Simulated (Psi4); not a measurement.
**C2H3N (isocyanomethane): a line through the functionals**

C2H3N has 6 atoms, charge 0, and is taken as a singlet. As SMILES, `[C-]#[N+]C`. The coordinates come from a PBE0-D4/def2-TZVP relaxation.

The dipole moment y, in D, basis def2-SVPD; a is the functional's share of exact exchange. Programs: Psi4 1.11.

```
functional  program     a  y (D)
    revPBE     Psi4     0   3.97
      TPSS     Psi4     0   3.95
     TPSSh     Psi4   0.1   3.92
     B3LYP     Psi4   0.2      ?
      PBE0     Psi4  0.25   3.92
     BHLYP     Psi4   0.5   3.80
```

**Question.** Fit y = c + s·a to the known rows and predict B3LYP.

**Answer.** 
1. Means of the 5 rows: a = 0.1700, y = 3.912.
2. Σ(Δa)² = 0.178, Σ(Δa·Δy) = -0.0532, so the slope is -0.0532/0.178 = -0.29888.
3. Intercept: 3.912 − (-0.29888) × 0.1700 = 3.963. The largest residual of the fit is 0.032.
4. B3LYP: 3.963 + (-0.29888) × 0.2 = 3.90 D.

The run gave 3.90 D, so the prediction is off by 0.00 D: they agree to the digits shown. The measured value is 3.85 D (NIST CCCBDB); in this basis the line meets it at a = 0.38.
